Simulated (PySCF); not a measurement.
This PySCF input (PBE/def2-TZVP) gives -331.00686 Eh with 104 basis functions.

```python
import numpy as np, basis_set_exchange as bse
from pyscf import gto, scf, dft, df

basis = {'C': gto.basis.parse(bse.get_basis('def2-TZVP', elements=['C'], fmt='nwchem')), 'H': gto.basis.parse(bse.get_basis('def2-TZVP', elements=['H'], fmt='nwchem')), 'Si': gto.basis.parse(bse.get_basis('def2-TZVP', elements=['Si'], fmt='nwchem'))}
mol = gto.M(
    atom='''
    C     0.00340141   -0.00638779   -1.24205632
    Si   -0.00173623    0.00326060    0.63399891
    H     0.01183572   -1.02821844   -1.62563804
    H    -0.88242631    0.49513333   -1.63592148
    H     0.88398944    0.50792232   -1.63114986
    H    -0.01319887    1.39426270    1.14918674
    H    -1.20047879   -0.69691575    1.15669009
    H     1.20417751   -0.67950585    1.16318579
    ''',
    basis=basis,
    charge=0,
    verbose=4,
    max_memory=8640,
)
mf = dft.RKS(mol, xc='pbe')
mf.grids.level = 3
mf = mf.density_fit(auxbasis=df.autoaux(mol))
mf.conv_tol = 1e-9
mf.max_cycle = 100
print('smallest overlap eigenvalue', np.linalg.eigvalsh(mol.intor('int1e_ovlp'))[0])
mf.kernel()
dip = mf.dip_moment()
```

Change:
```diff
- basis = {'C': gto.basis.parse(bse.get_basis('def2-TZVP', elements=['C'], fmt='nwchem')), 'H': gto.basis.parse(bse.get_basis('def2-TZVP', elements=['H'], fmt='nwchem')), 'Si': gto.basis.parse(bse.get_basis('def2-TZVP', elements=['Si'], fmt='nwchem'))}
+ basis = {'C': gto.basis.parse(bse.get_basis('jun-cc-pV(T+d)Z', elements=['C'], fmt='nwchem')), 'H': gto.basis.parse(bse.get_basis('jun-cc-pV(T+d)Z', elements=['H'], fmt='nwchem')), 'Si': gto.basis.parse(bse.get_basis('jun-cc-pV(T+d)Z', elements=['Si'], fmt='nwchem'))}
```

### Question
What does the run give now?

### Answer
-331.01151 Eh (PBE/jun-cc-pV(T+d)Z, 171 functions), a change of -4.65 mEh.
